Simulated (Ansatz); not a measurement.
# SiHCl+ (doublet): from Hartree-Fock to the top rungs, def2-QZVPP

The task here is to estimate one member of a computed series from the others.

Method: def2-QZVPP, core rule «outside noble gas», up to 10 orbitals frozen; program: Ansatz 0.2.0, Gaussian basis.

The runs, in order: UHF; ROHF; CCSD(T) on UHF.

2 further runs of the same task are left out: 2 set aside as unsound or not needed.

## What is computed

The geometry is a PBE0/def2-TZVP stationary point (not a proven minimum) of the parent state, kept for this charge and spin.

3 atoms, charge 1, spin multiplicity 2.

Atoms are counted from 1 here; the program's logs count them from 0.

Bond lengths: Si1–Cl2 2.048 Å, Si1–H3 1.491 Å. Angles: Cl2–Si1–H3 115.5°.

The first run:

Contents of in.yaml:

```yaml
crystal:
  periodic: [false, false, false]
  atoms:
    - {symbol: Si, position_ang: [0.000000, -0.097122, 1.110575]}
    - {symbol: Cl, position_ang: [0.000000, 0.042769, -0.932187]}
    - {symbol: H, position_ang: [0.000000, 1.201899, 1.843159]}
basis:
  gaussian: {orbitals: "def2-QZVPP.json"}
total_charge: 1
magnetization: {spin_polarized: true, initial_magnetization: 1}
hamiltonian: {xc: hf}
output: {orbitals: {seedname: orbitals}}
```

Launch:

```
ansatz run in.yaml --threads 1 --pin off --events-out ev --progress --plain --max-ram 2393MiB
```

Among the steps run: UHF; ROHF; CCSD(T) on UHF.

One of the session's tables, all rows but one given; the rest of the session is left out.

It belongs to the step «Misses and costs». 

| method | from UCCSD(T) (kcal/mol) |
| --- | --- |
| ROHF | +206.89 |
| UHF | +204.99 |
| UMP2 | ? |
| UCCSD | +9.65 |
| UCCSD(T) | 0 |

**Question.** Estimate the row for UMP2.

The run gave: from UCCSD(T) (kcal/mol): +26.32. In the column «from UCCSD(T) (kcal/mol)» it lies between UCCSD (+9.65) and UHF (+204.99).
